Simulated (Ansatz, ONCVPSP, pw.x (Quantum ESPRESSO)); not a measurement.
**What a changed setting does to a pw.x run (bcc Ti)**

Potential: optimised norm-conserving Vanderbilt (ONCV), ONCVPSP 4.0.1.1 (patched build), LDA (Perdew-Wang 92); core [Ne] 3s2, reference 3p6 3d2 4s2; waves: 4s: rc 3.05 bohr, ncon 4, nbas 8, qcut 2.1 1/bohr, 3 projectors, debl 1.7 Ha; 3p: rc 1.50 bohr, ncon 4, nbas 8, qcut 8.3 1/bohr, 1 projector; 3d: rc 2.50 bohr, ncon 3, nbas 7, qcut 7.2 1/bohr, 2 projectors, debl 3.6 Ha; local part: polynomial inside 1.40 bohr (lpopt 5, dvloc0 6.5 Ha); core correction: Teter function, fcfact 4, rcfact 1.45.

The reference run (k-mesh 15³, cutoffs 60/240 Ry, Fermi–Dirac 0.01 Ry, mixing_beta 0.4, conv_thr 1e-9, no spin) gives 1.43 GPa at 15.920 Å³/atom, where all-electron LAPW gives 0.34 GPa. This run, with its own iteration cap, changes diagonalization to paro.

```
&control
  calculation='scf', prefix='x', pseudo_dir='./', outdir='./tmp', tstress=.true., disk_io='none'
/
&system
  ibrav=0, nat=1, ntyp=1, ecutwfc=60, ecutrho=240, nbnd=12,
  occupations='smearing', smearing='fd', degauss=0.01
/
&electrons
  conv_thr=1e-09, mixing_beta=0.4, electron_maxstep=50, diagonalization='paro'
/
ATOMIC_SPECIES
Ti 1.0 Ti.UPF
CELL_PARAMETERS angstrom
  -1.58475096 1.58475096 1.58475096
  1.58475096 -1.58475096 1.58475096
  1.58475096 1.58475096 -1.58475096
ATOMIC_POSITIONS crystal
Ti 0.0000 0.0000 0.0000
K_POINTS automatic
15 15 15 0 0 0
```

```bash
pw.x < Ti.scf.in > Ti.scf.out
```

Problem. How does the run end?

Solution. It converges in 8 iterations; the free energy moves by +0.0 meV/atom and the pressure by +0.00 GPa. The result is that of the reference run.

```
Message from routine setup:
     using ibrav=0 with symmetry is DISCOURAGED, use correct ibrav instead
     lattice parameter (alat)  =       5.1871  a.u.
     unit-cell volume          =     107.4335 (a.u.)^3
     number of electrons       =        10.00
     number of Kohn-Sham states=           12
     kinetic-energy cutoff     =      60.0000  Ry
     charge density cutoff     =     240.0000  Ry
     scf convergence threshold =      1.0E-09
     Exchange-correlation= SLA  PW   NOGX NOGC
     number of k points=   120  Fermi-Dirac smearing, width (Ry)=  0.0100
     iteration #  1     ecut=    60.00 Ry     beta= 0.40
     total energy              =     -78.70663324 Ry
     estimated scf accuracy    <       0.01674056 Ry
     iteration #  2     ecut=    60.00 Ry     beta= 0.40
     total energy              =     -78.70831982 Ry
     estimated scf accuracy    <       0.00080609 Ry
     iteration #  3     ecut=    60.00 Ry     beta= 0.40
     total energy              =     -78.70843799 Ry
     estimated scf accuracy    <       0.00004157 Ry
     [... 2 iterations left out ...]
     iteration #  6     ecut=    60.00 Ry     beta= 0.40
     total energy              =     -78.70843976 Ry
     estimated scf accuracy    <       0.00000001 Ry
     iteration #  7     ecut=    60.00 Ry     beta= 0.40
     total energy              =     -78.70843976 Ry
     estimated scf accuracy    <          1.2E-09 Ry
     iteration #  8     ecut=    60.00 Ry     beta= 0.40
     the Fermi energy is    13.2234 ev
!    total energy              =     -78.70843976 Ry
     estimated scf accuracy    <          3.2E-11 Ry
     smearing contrib. (-TS)   =      -0.00910951 Ry
     The total energy is F=E-TS. E is the sum of the following terms:
     one-electron contribution =     -15.18987739 Ry
     hartree contribution      =      12.53677339 Ry
     xc contribution           =     -15.28590947 Ry
     ewald contribution        =     -60.76031678 Ry
     convergence has been achieved in   8 iterations
          total   stress  (Ry/bohr**3)                   (kbar)     P=       14.31
     Message from routine punch:
     Nothing written, as per user request (disk_io='none')
```

The run took about 16 s on one core of a shared host (Neoverse-V2, 96 threads, 742 GiB, load 42).
